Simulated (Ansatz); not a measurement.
## SiC⁺, quartet in cc-pVDZ: errors against full CI

Geometry: that of the SiC, triplet, kept fixed.

```xyz
2

Si    0.0000    0.0000    0.0000
C     0.0000    0.0000    1.7100
```

Basis cc-pVDZ; Ansatz 0.2.0. Only valence electrons are correlated (noble-gas cores frozen), which leaves 7 electrons in 26 orbitals. R marks a restricted (for open shells ROHF) determinant, U an unrestricted one. Active spaces: valence = (7e, 8o) chosen from the atoms' valence shells.

Full CI is exact within this basis and frozen core; it isn't the basis-set limit. The frozen core follows each run's orbitals, which can shift R against U totals by a few meV.

For open shells CISD is restricted-active-space CI with the open shells as a complete middle space.

The UHF ⟨S²⟩ is 3.753, the T1 diagnostic (RCCSD) is 0.0500 and the largest doubles amplitude (RCCSD) is 0.081. The T1 diagnostic (UCCSD) is 0.0489.

```tsv
level	E − E(full CI) (kJ/mol)	share of correlation (%)	wall time
RHF	396.9	0.00	–
UHF	393.6	0.83	–
RMP2	109.9	72.30	–
UMP2	109.7	72.36	–
CISD	33.1	91.66	0.91 s
RCCSD	19.4	95.12	–
UCCSD	19.2	95.15	–
RCCSD(T)	5.5	98.62	0.64 s
UCCSD(T)	5.4	98.64	0.76 s
BCCD(T)	5.2	98.70	0.73 s
RCCSDT	1.0	99.75	–
UCCSDT	0.9	99.77	–
RCCSDT(Q)	0.1	99.98	3 s
UCCSDT(Q)	-0.1	100.01	2.9 s
RCCSDTQ	0.0	100.00	13 s (H100)
UCCSDTQ	-0.1	100.02	12 s (H100)
CASSCF (valence space)	238.3	39.95	–
NEVPT2 (valence space)	55.0	86.13	1.3 s
MRCISD (valence space)	12.8	96.78	–
MRCISD+Q (valence space)	1.8	99.54	2.1 s
```

The correlation energy at full CI, counted from RHF, is -4.113 eV. That run took 19 s on 2 threads of AMD EPYC 7R13 with a shared H100 80 GB, shared host over 5,352,180 determinants.

Times hold each run's SCF and search for its determinant on a shared host, so for small cases they say little of a method's own cost; rows without a card ran on 1 thread of AMD EPYC 7R13.

The full-CI state has the irrep A2 of C2v, in the program's axes (one component, if the state is degenerate).

Natural occupations of full CI about the gap: 1.956 1.880 1.004 0.977 0.977 0.057 0.057 0.027 0.009 0.009; effectively unpaired electrons, Σ n²(2−n)², 3.08.
